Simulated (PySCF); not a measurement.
**Core-level binding energies of thio-thionyl fluoride**

Species: thio-thionyl fluoride, S₂F₂.
Z-matrix (Å and degrees, PBE0-D3(BJ)/def2-SVP geometry), rows numbered from 1:
```
F 
S   1  1.6321
F   2  1.6321  1   91.78
S   2  1.8733  1  108.04  3   109.54
```

Theory: delta-SCF UKS SCAN, pcX-2 on the ionised atom, pcseg-1 elsewhere, spin-free X2C in PySCF. Each binding energy is the total energy of the core-ionised species, with the hole localised on one atom, minus that of the ground state; both are solved self-consistently, so orbital relaxation is included.

What binding energy does each computed site have?

```
atom(s)                 environment  level  binding energy (eV)  above the level's lowest (eV)  count
  F1/F3       sulfur-bound fluorine   F 1s               692.97                           0.00      2
     S4          sulfur bonded to S   S 1s              2478.03                           0.00      1
     S2  sulfur bonded to 2 F and S   S 1s              2483.33                          +5.30      1
```

The listed S 1s values span 5.30 eV, from S4 (bonded to S (double bond)) to S2 (bonded to 2 F and S (double bond)). Summing the Pauling electronegativity differences to the bonded atoms, each weighted by its formal bond order, gives 0.00 for the lowest site and +2.80 for the highest.

What is the longest wavelength that can ionise F 1s of F1/F3 vertically?

λ = hc/E = 12398.42 eV Å / 692.97 eV = 17.892 Å.

Atoms equivalent by their bonding share one computed value, that of the first of them. Not every level is listed. Isolated species at its PBE0-D3(BJ)/def2-SVP geometry, gas phase.
